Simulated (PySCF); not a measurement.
Compound: C₃H₃FNS (doublet state).
Cartesian coordinates in Å at the GFN2-xTB level; atoms count from 1:
```
atom  x, y, z in Å
N1     2.1223    1.1598   -0.7241
C2     1.4082    0.4931   -0.1299
C3     0.4227   -0.3695    0.5141
F4    -0.0496    0.2421    1.6649
C5    -0.6712   -0.6254   -0.4608
S6    -1.8628    0.5533   -0.8211
H7     0.9044   -1.3087    0.8239
H8    -0.5220   -1.3779   -1.2118
H9    -1.7385    1.2392    0.3196
```

The hyperfine couplings belong to this conformer and change with its torsions.

As a line formula: `N#C[C@@H](F)[CH]S` [radical].

Level of theory: PySCF, UKS B3LYP, pcH-1 on C F H N S, non-relativistic, mean-field spin-orbit, GIAO. The structure is a single GFN2-xTB conformer in the gas phase; no vibrational or solvent corrections. Couplings are sensitive to structure, and on GFN2-xTB geometries they can be far from those on DFT ones. The SCF solution wasn't tested for stability.

(1) Where do the isotropic ENDOR lines of C5, C2, C3, F4, H8, H7 and H9 fall at 341.4 mT, to first order?

(2) Which pairs are centred on the nuclear Larmor frequency, and which on half the coupling?

Results:

(1) For S = 1/2 in fast tumbling each set of equivalent nuclei gives two lines, ν± = |νn ± a/2| to first order, with νn = g_N μN B/h and μN/h = 7.62259 MHz/T.

```
nuclei  isotope     g_N  νn (MHz)  a_iso (MHz)  lower line (MHz)  upper line (MHz)
    C5      13C  1.4048      3.66       120.51             56.60             63.91
    C2      13C  1.4048      3.66        62.21             27.45             34.76
    C3      13C  1.4048      3.66       -24.20              8.44             15.76
    F4      19F  5.2577     13.68        72.62             22.63             49.99
    H8       1H  5.5857     14.54       -52.29             11.61             40.68
    H7       1H  5.5857     14.54        22.88              3.10             25.98
    H9       1H  5.5857     14.54        -1.82             13.63             15.44
```

The rows for 13C, of low natural abundance, apply to labelled samples.

(2) Centred on νn, since |a| < 2νn: H7 and H9. Centred on |a|/2 and split by 2νn: C5, C2, C3, F4 and H8.

Couplings of abundant isotopes left out: N1 (1.7 MHz).

The largest Mulliken spin populations are on C5 (+0.79) and S6 (+0.21). The angles at C5 add up to 356.1°, so it is nearly planar; its axial dipolar tensor and the negative coupling of its proton fit spin in a p orbital normal to that plane.
